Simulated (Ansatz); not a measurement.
A calculation with Ansatz (development build ahead of 0.2.0).

```yaml
crystal:
  periodic: [false, false, false]
  atoms:
    - { symbol: S, position_ang: [0.0, 0.0, -1.09562] }
    - { symbol: S, position_ang: [0.0, 0.0, 1.09562] }
basis:
  gaussian: { orbitals: "6-31G" }
magnetization:
  spin_polarized: true
  initial_magnetization: 2
hamiltonian:
  xc: hf
correlation:
  method: bccd_t
  frozen_orbitals: { S: 5 }
```

The input is written out in the form of the current development build from the run's settings.

The run gave:

```yaml
Converged: yes
Reference_energy_starting_determinant: -794.94493 hartree
Correlation_energy: -0.12064 hartree
Total_energy: -795.06557 hartree
```
